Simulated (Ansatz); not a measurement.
Ansatz (a quantum-chemistry and plane-wave program) input (CCSD(T)/6-31G*):

Ansatz 0.2 input:
```yaml
crystal:
  periodic: [false, false, false]
  atoms:
    - {symbol: C, position_ang: [-0.00105023, -0.00044593, 0.21807837]}
    - {symbol: C, position_ang: [-0.00682676, -0.00289863, 1.41756777]}
    - {symbol: C, position_ang: [0.00595226, 0.00252732, -1.23597935]}
    - {symbol: H, position_ang: [-0.01194066, -0.00506999, 2.47946412]}
    - {symbol: H, position_ang: [0.01516829, 1.02317495, -1.62370089]}
    - {symbol: H, position_ang: [0.88736845, -0.51296496, -1.62264162]}
    - {symbol: H, position_ang: [-0.87904773, -0.50023658, -1.63112234]}
basis:
  gaussian:
    orbitals: 6-31G*
magnetization: {spin_polarized: false}
correlation: {method: ccsd_t, electrons: outside_noble_gas}
```

Output:

```
Functional definition: HF
integrals: 0.02 GiB planned
562 factors; integrals over basis functions are off by at most 6.0e-4 eV
mean field: 0.09 GiB planned
mean field evaluation 1: about -3151.2325 eV, gradient 2.3e1 eV
mean field evaluation 2: about -3151.2393 eV, gradient 2.3e1 eV
mean field evaluation 4: about -3152.7983 eV, gradient 2.0e0 eV
mean field evaluation 8: about -3152.8117 eV, gradient 7.4e-5 eV
mean field evaluation 16: about -3152.8076 eV, gradient 1.4e-1 eV
mean field -3152.81168367 eV, -115.8636923224 hartree, gradient 1.4e-6 eV, S^2 0.000000; 0 other end points of the search recorded, 0 dependent functions left out
3 core orbitals not correlated
reference -3152.81168367 eV, -115.8636923224 hartree; 8, 8 occupied and 42, 42 virtual orbitals, 562 factors
second order -10.26633168 eV of doubles, -0.00000000 eV of singles
coupled cluster: 0.11 GiB planned
cycle   1  -10.56284181 eV  change   -3.0e-1 eV  update   8.1e-2
cycle   2  -10.91210115 eV  change   -3.5e-1 eV  update   2.6e-2
cycle   3  -10.99041538 eV  change   -7.8e-2 eV  update   1.1e-2
cycle   4  -10.99872833 eV  change   -8.3e-3 eV  update   3.6e-3
cycle   5  -11.00000750 eV  change   -1.3e-3 eV  update   1.0e-3
cycle   6  -10.99991535 eV  change    9.2e-5 eV  update   2.8e-4
cycle   7  -11.00004885 eV  change   -1.3e-4 eV  update   5.6e-5
cycle   8  -11.00004971 eV  change   -8.7e-7 eV  update   1.5e-5
perturbative correction -0.41281035 eV, -0.0151705004 hartree
Total energy: -3164.22454373 eV, -116.2831071935 hartree
```
